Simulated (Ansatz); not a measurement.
```yaml
crystal:
  periodic: [false, false, false]
  atoms:
    - {symbol: O, position_ang: [-2.096477, 0.116438, 1.706977]}
    - {symbol: C, position_ang: [-2.007428, -0.306987, 0.276541]}
    - {symbol: O, position_ang: [-0.635278, -0.257451, -0.670101]}
    - {symbol: C, position_ang: [0.828615, 0.362213, 0.153120]}
    - {symbol: S, position_ang: [2.470589, 0.693159, -1.317835]}
    - {symbol: H, position_ang: [-3.051595, -0.798893, -0.469489]}
    - {symbol: H, position_ang: [0.557860, 1.567796, 0.729626]}
    - {symbol: H, position_ang: [1.199865, -0.509703, 1.131204]}
    - {symbol: H, position_ang: [2.844474, -0.924572, -1.561542]}
basis:
  gaussian: {orbitals: aug-cc-pVDZ}
magnetization: {spin_polarized: true, initial_magnetization: 3}
hamiltonian: {xc: {name: r2SCAN50}}
output: {forces: true}
```

```sh
$ ansatz run in.yaml --threads 2 --pin off --events-out ev --progress --plain --max-ram 4352MiB
```

It prints (some lines left out):

```
Error: a molecule whose nuclei and cores have a total charge of 48 cannot have a net charge of 0 together with 3 unpaired electrons
```

Task: Something in this input is off. What?

Result: The number of unpaired electrons doesn't fit the electron count. The input was rejected before any iteration.
